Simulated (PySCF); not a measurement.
# [C2H8NP2]− (SMILES CN(C)[P-]P) at 6 levels

We compute a comparison of 6 runs (HF/3-21G, HF/6-31G*, HF/def2-SVP, PBE0/def2-SVP, MP2/cc-pVDZ, CCSD(T)/def2-SVP) of [C2H8NP2]−. 

The results are computed with PySCF 2.14.0.

**1. The molecule**

The species is [C2H8NP2]− (13 atoms), meant as a singlet with charge -1. SMILES: `CN(C)[P-]P`. Geometry: relaxed at GFN2-xTB. This is one conformer, not always the lowest.

Bond lengths: C1–N2 1.441 Å, N2–C3 1.441 Å, N2–P4 1.764 Å, P4–P5 2.115 Å, C1–H6 1.104 Å, C1–H7 1.089 Å, C1–H8 1.099 Å, C3–H9 1.089 Å, C3–H10 1.104 Å, C3–H11 1.099 Å, P5–H12 1.401 Å, P5–H13 1.399 Å. Some angles: C1–N2–C3 111.3°, C1–N2–P4 115.6°, C3–N2–P4 115.6°, N2–P4–P5 96.7°, N2–C1–H6 113.3°, N2–C1–H7 108.7°, N2–C1–H8 109.3°, N2–C3–H9 108.8°, N2–C3–H10 113.2°, N2–C3–H11 109.3°.

**2. Energy and gradient at HF/3-21G (run 1)**

File job.py:

```python
import pyscf.grad
from pyscf import gto, scf

mol = gto.M(
    atom='''
C        0.451700       0.159470       1.550520
N        0.002890      -0.213070       0.233140
C        0.034580      -1.642260       0.054820
P        0.669530       0.736180      -1.095670
P       -1.140160       1.674580      -1.658590
H        1.472360      -0.193960       1.780300
H        0.435110       1.244830       1.631610
H       -0.230090      -0.267180       2.299960
H       -0.269840      -1.875200      -0.963960
H        1.032370      -2.081320       0.231570
H       -0.669610      -2.111160       0.756770
H       -0.727020       3.008750      -1.769770
H       -1.061810       1.560350      -3.050710
''',
    basis='3-21g',
    verbose=3,
    charge=-1,
    spin=0,
    max_memory=1860,
)

myscf = scf.RHF(mol)
myscf.conv_tol = 1e-10
myscf.kernel()
if not myscf.converged:
    myscf = myscf.newton().run(myscf.mo_coeff, myscf.mo_occ)

e_tot = myscf.e_tot
print('E(%s) = %.9f' % ('HF', e_tot))
grad = myscf.Gradients().kernel()
dip = myscf.dip_moment()
pop, q = myscf.mulliken_pop()
```

On the command line:

```
OMP_NUM_THREADS=1 python job.py
```

Standard output:

```text
converged SCF energy = -812.034240297549
E(HF) = -812.034240298
--------------- RHF gradients ---------------
         x                y                z
0 C     0.0054530384    -0.0038436666    -0.0156068437
1 N    -0.0049069017     0.0108544175    -0.0115891066
2 C     0.0094917795     0.0140033555    -0.0007005428
[... 9 lines of this table left out ...]
12 H     0.0066584597     0.0032416413     0.0186063240
----------------------------------------------

WARN: System has nonzero charge -1; the dipole moment is origin-dependent.
Location of origin: [0. 0. 0.]

Dipole moment(X, Y, Z, Debye):  0.15559, -4.16786,  5.01207
[... 83 lines left out ...]
charge of   12H =     -0.11759
```

Wall time 2.6 s (1 thread of Arm Neoverse V2, shared host); peak memory 0.14 GiB.

**3. Energy and forces at HF/6-31G(d) (spherical functions) (run 2)**

File job.py:

```python
import pyscf.grad
from pyscf import gto

mol = gto.M(
    atom='''
C      0.853589     0.301355     2.930058
N      0.005461    -0.402644     0.440571
C      0.065347    -3.103422     0.103595
P      1.265228     1.391179    -2.070516
P     -2.154590     3.164498    -3.134281
H      2.782357    -0.366531     3.364279
H      0.822239     2.352388     3.083296
H     -0.434807    -0.504897     4.346294
H     -0.509924    -3.543614    -1.821620
H      1.950897    -3.933125     0.437604
H     -1.265380    -3.989514     1.430088
H     -1.373869     5.685713    -3.344381
H     -2.006530     2.948634    -5.765006
''',
    unit='bohr',
    verbose=4,
    charge=-1,
    max_memory=1860,
    basis='6-31g*',
    spin=0,
)

mf = mol.RHF()
mf.conv_tol = 1e-10
mf.kernel()
if not mf.converged:
    mf = mf.newton().run(mf.mo_coeff, mf.mo_occ)

e_final = mf.e_tot
print(f'total energy: {e_final:.8f} hartree')
grad = mf.Gradients().kernel()
mf.analyze()
```

On the command line:

```
OMP_NUM_THREADS=1 python job.py
```

Standard output:

```text
PySCF version 2.14.0

[... 86 lines left out ...]
Two-electron Energy =                  610.439500637079959
[... 13 lines left out ...]
MO #10  energy= -5.17001756002591  occ= 2
[... 11 lines left out ...]
MO #22  energy= -0.381888316888777 occ= 2
[... 11 lines left out ...]
MO #34  energy= 0.420928226982207  occ= 0
[... 11 lines left out ...]
MO #46  energy= 0.754040541849438  occ= 0
[... 11 lines left out ...]
MO #58  energy= 1.12550186685438   occ= 0
[... 11 lines left out ...]
MO #70  energy= 1.4072743367184    occ= 0
[... 11 lines left out ...]
MO #82  energy= 2.34122615672803   occ= 0
[... 11 lines left out ...]
MO #94  energy= 3.30412834810282   occ= 0
[... 111 lines left out ...]
WARN: System has nonzero charge -1; the dipole moment is origin-dependent.
Location of origin: [0. 0. 0.]

Dipole moment(X, Y, Z, Debye): -0.32404, -4.00053,  4.94930
```

Run time: 13 s. Hardware: 1 thread of Arm Neoverse V2, shared host; peak memory 0.19 GiB.

Run 3 isn't shown in full; the table further down has it.

**4. Energy and gradient at PBE0/def2-SVP (run 4)**

File run.py:

```python
import pyscf.grad
from pyscf import gto, dft

mol = gto.M(
    atom='''
C      0.451700     0.159470     1.550520
N      0.002890    -0.213070     0.233140
C      0.034580    -1.642260     0.054820
P      0.669530     0.736180    -1.095670
P     -1.140160     1.674580    -1.658590
H      1.472360    -0.193960     1.780300
H      0.435110     1.244830     1.631610
H     -0.230090    -0.267180     2.299960
H     -0.269840    -1.875200    -0.963960
H      1.032370    -2.081320     0.231570
H     -0.669610    -2.111160     0.756770
H     -0.727020     3.008750    -1.769770
H     -1.061810     1.560350    -3.050710
''',
    charge=-1,
    basis='def2-svp',
    max_memory=1860,
    verbose=4,
)

mf = dft.RKS(mol, xc='pbe0')
mf.grids.level = 5
mf.conv_tol = 1e-10
mf.kernel()
if not mf.converged:
    mf = mf.newton().run(mf.mo_coeff, mf.mo_occ)

energy = mf.e_tot
print('E(%s) = %.9f' % ('PBE0', energy))
grad = mf.Gradients().kernel()
mf.analyze()
```

On the command line:

```
OMP_NUM_THREADS=1 python run.py
```

Standard output:

```text
PySCF version 2.14.0

[... 98 lines left out ...]
Two-electron Energy =                  609.213293762310855
[... 16 lines left out ...]
MO #13  energy= -4.4872884174745   occ= 2
[... 14 lines left out ...]
MO #28  energy= -0.0132661313683879 occ= 2
[... 14 lines left out ...]
MO #43  energy= 0.523290780162736  occ= 0
[... 14 lines left out ...]
MO #58  energy= 0.817556287128336  occ= 0
[... 14 lines left out ...]
MO #73  energy= 1.17012933466666   occ= 0
[... 14 lines left out ...]
MO #88  energy= 1.86725244204823   occ= 0
[... 14 lines left out ...]
MO #103 energy= 2.40748564706264   occ= 0
[... 14 lines left out ...]
MO #118 energy= 3.32671891963599   occ= 0
[... 135 lines left out ...]
WARN: System has nonzero charge -1; the dipole moment is origin-dependent.
Location of origin: [0. 0. 0.]

Dipole moment(X, Y, Z, Debye): -0.06345, -3.84941,  4.67393
```

Wall time 56 s (1 thread of Arm Neoverse V2, shared host); peak memory 1.2 GiB.

Run 5 isn't shown in full; the table further down has it.

**5. A single-point energy at CCSD(T)/def2-SVP (run 6)**

File calc.py:

```python
from pyscf import gto, scf, cc

mol = gto.M(
    atom='''
C    0.451700   0.159470   1.550520
N    0.002890  -0.213070   0.233140
C    0.034580  -1.642260   0.054820
P    0.669530   0.736180  -1.095670
P   -1.140160   1.674580  -1.658590
H    1.472360  -0.193960   1.780300
H    0.435110   1.244830   1.631610
H   -0.230090  -0.267180   2.299960
H   -0.269840  -1.875200  -0.963960
H    1.032370  -2.081320   0.231570
H   -0.669610  -2.111160   0.756770
H   -0.727020   3.008750  -1.769770
H   -1.061810   1.560350  -3.050710
''',
    charge=-1,
    spin=0,
    basis='def2-svp',
    max_memory=1860,
    verbose=4,
)

mf = scf.RHF(mol)
mf.conv_tol = 1e-10
mf.kernel()
if not mf.converged:
    mf = mf.newton().run(mf.mo_coeff, mf.mo_occ)

mycc = cc.CCSD(mf, frozen=13)
mycc.kernel()
e_t = mycc.ccsd_t()
energy = mycc.e_tot + e_t
print('E = %.10f Eh' % energy)
dip = mf.dip_moment()
pop, q = mf.mulliken_pop()
```

On the command line:

```
OMP_NUM_THREADS=1 python calc.py
```

Standard output:

```text
PySCF version 2.14.0

[... 69 lines left out ...]
converged SCF energy = -815.956044945007
[... 12 lines left out ...]
Init t2, MP2 energy = -816.65896048415  E_corr(MP2) -0.702915539142803
[... 14 lines left out ...]
CCSD converged
[... 4 lines left out ...]
WARN: System has nonzero charge -1; the dipole moment is origin-dependent.
[... 2 lines left out ...]
Dipole moment(X, Y, Z, Debye): -0.16909, -3.95884,  4.84156
[... 132 lines left out ...]
charge of   12H =     -0.13682
```

It took 2.6 min on 1 thread of Arm Neoverse V2, shared host; peak memory 1 GiB.

**6. Overview of the runs**

| run | level | integration grid | frozen core orbitals | energy (Eh) | HOMO energy (eV) | LUMO energy (eV) | HOMO–LUMO gap (eV) | wall time |
| --- | --- | --- | --- | --- | --- | --- | --- | --- |
| 1 | HF/3-21G | – | – | -812.034240 | -1.48 | 9.91 | 11.38 | 2.6 s |
| 2 | HF/6-31G* (spherical functions) | – | – | -816.228947 | -1.43 | 9.27 | 10.70 | 13 s |
| 3 | HF/def2-SVP | – | – | -815.956045 | -1.35 | 8.63 | 9.98 | 11 s |
| 4 | PBE0/def2-SVP | 5 | – | -817.731711 | 0.83 | 5.69 | 4.86 | 56 s |
| 5 | MP2/cc-pVDZ | – | 13 | -816.988787 | -1.38 | 8.78 | 10.16 | 31 s |
| 6 | CCSD(T)/def2-SVP | – | 13 | -816.752268 | -1.35 | 8.63 | 9.98 | 2.6 min |

**7. Summary of results**

```
                                                    quantity          value
                                         run 6: total energy  -816.75227 Eh
                  run 6: HOMO energy (Hartree–Fock orbitals)       -1.35 eV
                  run 6: LUMO energy (Hartree–Fock orbitals)        8.63 eV
run 6: HOMO–LUMO gap (to an unbound level, set by the basis)        9.98 eV
         run 6: correlation energy (13 core orbitals frozen)     -796.2 mEh
                                       run 6: (T) correction     -24.68 mEh
                                        run 6: T1 diagnostic          0.012
```

**Reading.** Over runs 1, 2, 3, 4 the HOMO–LUMO gap runs from 4.86 eV (PBE0/def2-SVP) to 11.38 eV (HF/3-21G). The two ends differ in method and basis. The empty levels of an anion lie above zero and hang on the basis. In run 4 the HOMO lies above zero, so the outermost electron may be held by the basis alone. All runs together took 4.5 min, the longest 2.6 min.
